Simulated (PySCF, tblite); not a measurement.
Bond stretch in C₂H₂O, SMILES C=C=O. The C1–C4 bond (C1 also carries H, H; C4 carries O) is pulled apart rigidly from the PBE0/def2-TZVP optimised geometry.

Levels of theory: GFN2-xTB, 300 K electronic temperature (tblite); UCCSD(T) = CCSD(T) on UHF/cc-pVDZ, 3 core orbitals frozen (PySCF 2.14.0).

Energies relative to the lowest point of each curve near equilibrium, in kJ/mol; the last columns give the difference from UCCSD(T):

```json
[
 {"R / Å": "1.04", "GFN2-xTB": "374.6", "UCCSD(T)": "464.2", "GFN2-xTB − UCCSD(T)": "-89.6"},
 {"R / Å": "1.12", "GFN2-xTB": "144.7", "UCCSD(T)": "206.8", "GFN2-xTB − UCCSD(T)": "-62.1"},
 {"R / Å": "1.19", "GFN2-xTB": "42.9", "UCCSD(T)": "80.9", "GFN2-xTB − UCCSD(T)": "-38.0"},
 {"R / Å": "1.23", "GFN2-xTB": "14.0", "UCCSD(T)": "38.8", "GFN2-xTB − UCCSD(T)": "-24.8"},
 {"R / Å": "1.28", "GFN2-xTB": "0.0", "UCCSD(T)": "9.2", "GFN2-xTB − UCCSD(T)": "-9.2"},
 {"R / Å": "1.31", "GFN2-xTB": "0.9", "UCCSD(T)": "1.4", "GFN2-xTB − UCCSD(T)": "-0.5"},
 {"R / Å": "1.35", "GFN2-xTB": "10.5", "UCCSD(T)": "0.0", "GFN2-xTB − UCCSD(T)": "10.5"},
 {"R / Å": "1.40", "GFN2-xTB": "33.3", "UCCSD(T)": "10.0", "GFN2-xTB − UCCSD(T)": "23.3"},
 {"R / Å": "1.45", "GFN2-xTB": "64.6", "UCCSD(T)": "29.7", "GFN2-xTB − UCCSD(T)": "34.9"},
 {"R / Å": "1.51", "GFN2-xTB": "109.9", "UCCSD(T)": "62.5", "GFN2-xTB − UCCSD(T)": "47.5"},
 {"R / Å": "1.60", "GFN2-xTB": "186.8", "UCCSD(T)": "122.8", "GFN2-xTB − UCCSD(T)": "63.9"},
 {"R / Å": "1.77", "GFN2-xTB": "338.0", "UCCSD(T)": "248.9", "GFN2-xTB − UCCSD(T)": "89.1"},
 {"R / Å": "1.97", "GFN2-xTB": "496.2", "UCCSD(T)": "—", "GFN2-xTB − UCCSD(T)": "—"},
 {"R / Å": "2.14", "GFN2-xTB": "600.8", "UCCSD(T)": "—", "GFN2-xTB − UCCSD(T)": "—"}
]
```

GFN2-xTB is furthest from UCCSD(T) at 1.04 (-89.6 kJ/mol, below); its mean absolute difference over the points is 41.1 kJ/mol.

A dash means that the run gave no value there, or that the column was ended at a point which the program doubted or which failed a test of continuity chosen for this set; such a test can also cut sound points.

The unrestricted determinant behind UCCSD(T) is spin-contaminated at 1.97 to 4.59 Å (<S²> up to 1.0, against 0.00 for a pure singlet).
